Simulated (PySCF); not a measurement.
# A diatomic session: NO−

One job finds the state of NO−, follows it along the bond with each method and fits the curves.

Computed with PySCF 2.14.0. Level: N def2-SVPD, O def2-SVPD, no relativity.

2 further runs of the same task are left out: 2 set aside as unsound or not needed.

## 1. Set-up

The job is set up so:

```
atoms                         : N, O
charge                        : -1
basis                         : N def2-SVPD, O def2-SVPD
Hamiltonian                   : no relativity
basis functions               : 43
electrons treated             : 16
masses in u                   : 14.0031, 15.9949
levels                        : PBE0, PBE, r²SCAN, r²SCANh, M06, revPBE, MP2, SCS-MP2, CCSD, CCSD(T)
grid                          : 80 radial by 434 angular points
occupations                   : held fixed by the projection of orbital angular momentum
dissociation limit            : N + O−, each in its ground configuration
starting distance in angstrom : 1.355
values of 2S to try           : 0, 2, 4
```

Launch:

```sh
OMP_NUM_THREADS=1 python dia.py task.json out
```

After this run come: PBE0 along the bond; Higher solutions at PBE0; PBE (GGA); r²SCAN (meta-GGA); r²SCANh (hybrid meta-GGA); M06; revPBE (GGA); MP2 and coupled cluster.

**Question.** What will these runs give? Wanted: for each run, Re; ωe; De; μ.

The runs gave:

Lowest PBE0 solution found, without spin–orbit coupling: ³Σ⁻ (triplet), unpaired electrons π ↑↑. State 2 has its PBE0 minimum 0.41 eV higher, as a spin-mixed determinant (⟨S²⟩ = 1.01), so this is no gap between pure states. The other levels ran on the lowest alone.

| level | Re (Å) | ωe (cm⁻¹) | De (eV) | μ (D) |
| --- | --- | --- | --- | --- |
| ROHF-MP2 | 1.269 | 1543 | 4.82 | n/a |
| ROHF-SCS-MP2 | 1.270 | 1521 | 4.60 | n/a |
| ROHF-CCSD | 1.276 | 1439 | 4.28 | n/a |
| ROHF-CCSD(T) | 1.284 | 1399 | 4.45 | n/a |
| PBE | 1.282 | 1395 | 5.76 | 0.58 |
| revPBE | 1.288 | 1373 | 5.42 | 0.55 |
| r²SCAN | 1.274 | 1441 | 5.22 | 0.55 |
| r²SCANh | 1.267 | 1477 | 5.09 | 0.53 |
| PBE0 | 1.261 | 1508 | 5.31 | 0.53 |
| M06 | 1.265 | 1500 | 5.12 | 0.51 |

De is counted to N + O− in their ground configurations. A positive dipole points from N to O; in an ion it is taken about the centre of mass and does not tell which atom is negative.

**Reading.** Bond lengths run from 1.261 Å (PBE0) to 1.288 Å (revPBE). Among the levels with a De in the table, it runs from 4.28 eV (ROHF-CCSD) to 5.76 eV (PBE).

Correlated steps freeze 2 core orbitals. T1 is 0.037 near the minimum (highest on the curve 0.062), which may point to more than one leading configuration. With some functionals the highest level of the anion is positive, from self-interaction error or because the anion is truly unbound there; the finite basis then holds the extra electron, and no neutral molecule was run to test the binding.
